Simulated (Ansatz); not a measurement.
hcp Ru, treated with Hartree–Fock (PAW; Ansatz, a program for electronic structure).

Settings: plane-wave cutoff 460 eV, 12×12×6 k mesh (along the axes of the cell as run), Fermi–Dirac smearing 0.05 eV, no spin polarisation, scalar-relativistic PAW data made under PBE.

Computed at the level's own relaxed cell.

Task: Predict the equilibrium lattice constant a and lattice parameter c.

Result: 
- equilibrium lattice constant a: 2.672 Å
- lattice parameter c: 4.188 Å

Measured, for comparison: lattice constant a 2.706 Å (293 K, no zero-point or thermal correction, our sources range from 2.700 to 2.706; as tabulated in Wikipedia's data pages); lattice parameter c 4.282 Å (293 K, no zero-point or thermal correction; as tabulated in Wikipedia's data pages). Computed (rounded) less measured: lattice constant a -1.3 % (-1.0 % to -1.3 % over the range), lattice parameter c -2.2 %. A static lattice is as a rule a little smaller and stiffer than an uncorrected measurement, which narrows the difference in the lattice constant a and would widen misses of the other sign.

The computed numbers hold no vibrational or temperature effects.

The result took about 50 core-minutes (a rough figure).
